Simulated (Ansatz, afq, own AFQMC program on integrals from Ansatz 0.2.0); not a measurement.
AlSiH3, singlet in cc-pVTZ, levels against CCSDT(Q)

```yaml
atoms:
  - { symbol: Si, position_ang: [-1.1719, 0.0063, 0.0220] }
  - { symbol: Al, position_ang: [1.4166, -0.0076, -0.0266] }
  - { symbol: H, position_ang: [-1.7486, 1.3889, 0.0076] }
  - { symbol: H, position_ang: [-1.7365, -0.6584, 1.2401] }
  - { symbol: H, position_ang: [-1.7815, -0.7021, -1.1488] }
```

Connectivity, by distances: SiH3–Al.

Basis cc-pVTZ. Noble-gas cores (and the filled d shells of Ga–Kr and In–Xe) are frozen. Integrals, coupled cluster, full CI and functionals: Ansatz 0.2.0; the random walks run on the same integrals in our own AFQMC program. ph-AFQMC/CISD is guided by a CISD state made of CCSD amplitudes; releasing the constraint for a short imaginary time cuts its bias at the price of noise, slowly where states lie close. Error bars are statistical, one sigma.

Determinant: RHF, the one that the program's search chose, which needn't be the lowest solution. The geometry is a PBE0/def2-TZVP stationary point of this or a neighbouring charge and spin state.

No full CI on the walks' own integrals is used here; CCSDT(Q) serves as the reference and is uncertain by about the last step of the cluster series.

Cautions: restricted determinant unstable towards unrestricted (UHF 36 meV lower, ⟨S²⟩ 0.28).

```
T1 diagnostic                               : 0.0158
weight of the determinant in the CISD state : 0.846
size of the correlated space                : 10 electrons in 100 orbitals
```

Reference: CCSDT(Q), correlation energy -6.366 eV. The released energy is read at 2.40 1/Eh (meV from the phaseless value at times in 1/Eh: -4 ± 4 at 0.24, -5 ± 4 at 0.51, -4 ± 3 at 0.99, -7 ± 3 at 1.62, -10 ± 6 at 2.40).

| level | E − E(reference) (kJ/mol) | share of correlation (%) |
| --- | --- | --- |
| HF | 614.2 | 0.00 |
| MP2 | 131.0 | 78.67 |
| CCSD | 23.4 | 96.20 |
| CCSD(T) | 4.1 | 99.33 |
| CCSDT | 0.9 | 99.85 |
| ph-AFQMC/HF | 2.1 ± 2.5 | 99.66 |
| ph-AFQMC/CISD | 0.8 ± 0.5 | 99.87 |
| released AFQMC | -0.1 ± 0.6 | 100.02 |

A walk keeps the symmetry of its determinant, which the program's search chose and which needn't be the lowest solution, so a lower state of the same spin and another symmetry isn't excluded. Released energies are given only where the last usable release times agree within the noise; a slower fall can still hide under it.
